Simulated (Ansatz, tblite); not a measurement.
# The cluster Al2N+: a ladder of methods and basis sets

How do method and basis change the picture of the cluster Al2N+ (singlet)?

Method: as each input shows; program: Ansatz 0.2.0, Gaussian basis.

The runs, in order: GFN1-xTB, GFN2-xTB, PBE-D4/def2-TZVP, r2SCAN-D4/def2-TZVP, B97M-V/def2-TZVP, ωB97M-V/def2-TZVP, revPBE-D4/def2-TZVP, B3LYP-D4/def2-TZVP, LDA/def2-TZVP, PBE-D4/def2-SVP, PBE0-D4/def2-SVP, HF/STO-3G, CCSD(T)/def2-TZVPP, MP2/def2-TZVP, RPA/def2-TZVP.

1 further run of the same task is left out (set aside as unsound or not needed).

### Step 1. The structure

The geometry is that of the singlet, from an earlier relaxation (PBE0-D4/def2-TZVP). At that level it is the lowest of the isomers that a small search found.

3 atoms, charge 1, spin multiplicity 1.

Bond lengths: Al1–N3 1.700 Å, Al2–N3 1.700 Å. Angles: Al1–N3–Al2 179.9°.

Coordinates:

```xyz
3

Al    1.1263    0.6370    1.1030
Al   -1.1271   -0.6370   -1.1022
N     0.0008   -0.0001   -0.0008
```

The ion is computed in the gas phase, without counter-ions or solvent.

PBE0-D4/def2-TZVP was run before; its log isn't repeated, and its numbers join the tables.

### Step 2. GFN1-xTB

Tight binding, by tblite at 300 K electronic temperature and without a spin-polarisation term:

```python
tblite.interface.Calculator('GFN1-xTB', numbers, positions, charge=1, uhf=0).singlepoint()
```

Energy -143.2918 eV, HOMO -17.02 eV, LUMO -15.73 eV; 0.011 s.

### Step 3. GFN2-xTB

Tight binding, by tblite at 300 K electronic temperature and without a spin-polarisation term:

```python
tblite.interface.Calculator('GFN2-xTB', numbers, positions, charge=1, uhf=0).singlepoint()
```

Energy -122.8618 eV, HOMO -16.28 eV, LUMO -15.75 eV; 0.012 s.

### Step 4. PBE-D4/def2-TZVP

start.molden holds the orbitals of an earlier run on this state, given as this run's starting guess.

in.yaml reads:

```yaml
crystal:
  periodic: [false, false, false]
  atoms:
    - {symbol: Al, position_ang: [1.126345, 0.637038, 1.102972]}
    - {symbol: Al, position_ang: [-1.127136, -0.636973, -1.102199]}
    - {symbol: N, position_ang: [0.000791, -0.000055, -0.000783]}
basis:
  gaussian: {orbitals: def2-TZVP, initial_orbitals: start.molden}
total_charge: 1
hamiltonian: {xc: pbe, dispersion: d4}
scf: {omitted_lower_state_checks: [starts]}
output: {forces: true, orbitals: {seedname: orbitals}}
```

Started as:

```console
> ansatz run in.yaml --threads 4 --pin off --events-out ev --progress --plain --max-ram 3916MiB
```

After this run come: r2SCAN-D4/def2-TZVP; B97M-V/def2-TZVP; ωB97M-V/def2-TZVP; revPBE-D4/def2-TZVP; B3LYP-D4/def2-TZVP; LDA/def2-TZVP; PBE-D4/def2-SVP; PBE0-D4/def2-SVP; HF/STO-3G; CCSD(T)/def2-TZVPP; MP2/def2-TZVP; RPA/def2-TZVP.

**Question.** What will the summary of the whole plan be? Wanted: gap in def2-TZVP, named functionals, smallest and largest; correlation energy, CCSD(T)/def2-TZVPP; correlation energy, MP2/def2-TZVP; PBE0 total energy, smallest basis above largest.

As calculated:

| quantity | value |
| --- | --- |
| gap in def2-TZVP, named functionals, smallest and largest | 1.06 eV (revPBE-D4), 5.11 eV (ωB97M-V) |
| correlation energy, CCSD(T)/def2-TZVPP | -10.36 eV |
| correlation energy, MP2/def2-TZVP | -9.53 eV |
| PBE0 total energy, smallest basis above largest | 6.46 eV (def2-SVP, def2-TZVP) |

What this shows: Over the named functionals in def2-TZVP the gap runs from 1.06 eV (revPBE-D4) to 5.11 eV (ωB97M-V); exact exchange widens it. Notes on CCSD(T)/def2-TZVPP: large T1 diagnostic, state flagged by the program.
